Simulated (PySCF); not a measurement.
**Orbital picture of PO**

BLYP at R = 1.475 Å; P def2-TZVPP, O def2-TZVPP; no relativity (PySCF 2.14). State: ²Π (doublet), unpaired electrons π ↑. Only the outer orbitals are listed, counted within each symmetry.

```json
{"spin": "α", "orbital": "5σ", "occ.": "1", "ε (eV)": "-25.38", "on P (%)": "22", "main shells (%)": "73 O s, 12 P s"}
{"spin": "α", "orbital": "6σ", "occ.": "1", "ε (eV)": "-13.49", "on P (%)": "69", "main shells (%)": "65 P s, 17 O p, 14 O s"}
{"spin": "α", "orbital": "2π", "occ.": "1", "ε (eV)": "-9.55", "on P (%)": "31", "main shells (%)": "69 O p, 27 P p"}
{"spin": "α", "orbital": "2π", "occ.": "1", "ε (eV)": "-9.53", "on P (%)": "30", "main shells (%)": "69 O p, 28 P p"}
{"spin": "α", "orbital": "7σ", "occ.": "1", "ε (eV)": "-9.30", "on P (%)": "44", "main shells (%)": "51 O p, 24 P p, 19 P s"}
{"spin": "α", "orbital": "3π", "occ.": "1", "ε (eV)": "-4.30", "on P (%)": "78", "main shells (%)": "73 P p, 22 O p"}
{"spin": "α", "orbital": "3π", "occ.": "0", "ε (eV)": "-4.13", "on P (%)": "78", "main shells (%)": "74 P p, 22 O p"}
{"spin": "β", "orbital": "5σ", "occ.": "1", "ε (eV)": "-25.09", "on P (%)": "23", "main shells (%)": "72 O s, 13 P s"}
{"spin": "β", "orbital": "6σ", "occ.": "1", "ε (eV)": "-12.94", "on P (%)": "64", "main shells (%)": "62 P s, 20 O p, 15 O s"}
{"spin": "β", "orbital": "2π", "occ.": "1", "ε (eV)": "-9.42", "on P (%)": "30", "main shells (%)": "69 O p, 27 P p"}
{"spin": "β", "orbital": "7σ", "occ.": "1", "ε (eV)": "-8.96", "on P (%)": "49", "main shells (%)": "48 O p, 24 P p, 24 P s"}
{"spin": "β", "orbital": "2π", "occ.": "1", "ε (eV)": "-8.80", "on P (%)": "29", "main shells (%)": "71 O p, 25 P p"}
{"spin": "β", "orbital": "3π", "occ.": "0", "ε (eV)": "-3.88", "on P (%)": "79", "main shells (%)": "74 P p, 21 O p"}
{"spin": "β", "orbital": "3π", "occ.": "0", "ε (eV)": "-3.01", "on P (%)": "81", "main shells (%)": "77 P p, 19 O p"}
```

Question: Which are the highest filled and the lowest empty level, where do they sit, and how wide is the gap?

Answer: Highest filled α 3π at -4.30 eV (in %: 73 P p, 22 O p); lowest empty α 3π at -4.13 eV (in %: 74 P p, 22 O p); the gap at BLYP is 0.17 eV. Both belong to one degenerate shell, split only by its one-sided filling, so this is no excitation gap.

```json
{
 "bond order (Mayer)": "2.13",
 "⟨S²⟩": "0.753",
 "charge on P (Mulliken, basis-dependent)": "0.29",
 "charge on P (Löwdin, basis-dependent)": "0.22",
 "dipole moment (positive dipole means P(−)O(+))": "-1.92 D"
}
```

The state is the lowest determinant that a PBE0 search found; another state may lie lower at other levels.
